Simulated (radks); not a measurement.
# O³⁺ in [He] 2s1 2p2: an all-electron calculation

An exercise on one series of results from a longer session: the logs are not shown, and one member is left open.

Program: radks (a radial shooting solver on a logarithmic mesh, Libxc functionals) version 1. Level of theory: non-relativistic Kohn-Sham, LDA (Slater exchange, Perdew-Wang correlation), spin-polarised, spherical densities, point nucleus; open shells are filled with parallel spins first. These are calculated values, not measurements, unless marked.

## The atom as given

| Item | Value |
| --- | --- |
| element | oxygen (Z = 8) |
| charge | +3 |
| electrons | 5 |
| configuration | [He] 2s1 2p2 |

Outer shells as boxes (Hund's rule):

O³⁺
```
[He] core
2s [↑ ]
2p [↑ ][↑ ][  ]
```

Set-up of the first run:

Input:

```text
Z 8
configuration [He] 2s1 2p2 3s0 3p0
relativity non-relativistic
functional lda,pw
spin polarised
nucleus point
```

Steps of the session up to this table: Self-consistent calculation.

One table of the session follows, with a row left open; its other results are not shown here.

It belongs to the step «Radial structure». From the orbitals of this run (lengths in bohr):

| level | <r> | outermost maximum (interpolated) | 90 % within | nodes |
| --- | --- | --- | --- | --- |
| 1s up | 0.2007 | 0.130 | 0.360 | 0 |
| 1s down | 0.1997 | 0.130 | 0.357 | 0 |
| 2s up | 0.9758 | 0.809 | 1.51 | 1 |
| 2s down | 1.019 | 0.822 | 1.60 | 1 |
| 2p up | 0.9125 | 0.700 | 1.49 | 0 |
| 2p down | 0.9651 | 0.707 | 1.61 | 0 |
| 3s up | 2.625 | 2.40 | 3.85 | 2 |
| 3s down | 2.817 | 2.59 | 4.12 | 2 |
| 3p up | 2.730 | 2.48 | 4.07 | 1 |
| 3p down | ? | ? | ? | ? |

Estimate the missing values for 3p down.

As computed: <r>: 2.967; outermost maximum (interpolated): 2.72; 90 % within: 4.41; nodes: 1. In the column «<r>» it is the highest.
